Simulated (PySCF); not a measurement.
Molecule: Anisole (SMILES c1cc(OC)ccc1).

Structure with atom numbers: `[CH3:1][O:2][c:3]1[cH:4][cH:5][cH:6][cH:7][cH:8]1`; H(Xn) means a hydrogen on atom n.

Geometry PBE0-D3(BJ)/def2-SVP throughout; GIAO in PySCF 2.14, gas phase, one conformer, non-relativistic; equivalent atoms averaged; functional PBE0.

(1) How do the shifts δ (against TMS, H2O at the same level) depend on the basis set? (a selection of nuclei; ppm; last column core-seconds on shared hosts with different chips, so compare them loosely)

(2) Which nucleus among those listed moves most, in ppm?

(3) Taking the largest basis, def2-TZVP (296 functions), as the yardstick, rank the others by their worst heavy-atom deviation.

## Answers

(1) 
```tsv
basis set	functions	C3	C5/C7	C4/C8	C1	O2	H(C5)/H(C7)	H(C6)	H(C4)/H(C8)	H(C1)	core-s
STO-3G	48	125.4	111.1	100.5	48.5	40.2	6.88	6.56	6.36	2.73	7.6
pcSseg-0	88	170.2	139.6	124.0	56.9	100.3	7.25	6.85	6.69	4.03	8
6-31G	88	152.6	125.5	111.0	51.2	76.4	7.30	6.95	6.79	3.86	15
6-31G*	128	149.5	123.4	107.7	51.1	74.8	7.21	6.81	6.59	3.63	23
cc-pVDZ	152	157.1	129.1	112.4	51.0	99.1	7.22	6.85	6.63	3.51	17
def2-SVP	152	155.3	127.6	111.3	50.6	95.4	7.16	6.74	6.62	3.46	16
pcSseg-1	176	164.6	135.1	117.2	53.6	102.9	7.38	7.00	6.83	3.66	18
aug-cc-pVDZ	256	157.2	128.3	111.4	51.3	90.4	7.54	7.14	7.03	3.79	41
6-311+G(2d,p)	264	163.1	133.1	115.7	52.4	94.7	7.51	7.11	7.03	3.68	67
def2-TZVP	296	165.4	134.7	116.9	53.6	99.8	7.52	7.11	7.00	3.66	49
```

(2) O2 (ether oxygen): from 40.2 ppm with STO-3G to 102.9 ppm with pcSseg-1. The smallest spread is 0.58 ppm, at H(C6). Proton shifts span only some 12 ppm, so a few tenths of a ppm matter as much there as several ppm in carbon.

(3) pcSseg-1 3.1 ppm (176 functions), 6-311+G(2d,p) 5.1 ppm (264 functions), pcSseg-0 7.0 ppm (88 functions), cc-pVDZ 8.3 ppm (152 functions), aug-cc-pVDZ 9.4 ppm (256 functions), def2-SVP 10.1 ppm (152 functions), 6-31G 23.4 ppm (88 functions), 6-31G* 25.0 ppm (128 functions), STO-3G 59.6 ppm (48 functions).

A small basis that lands close on one nucleus may do so by chance; judge by the trend and by all nuclei.
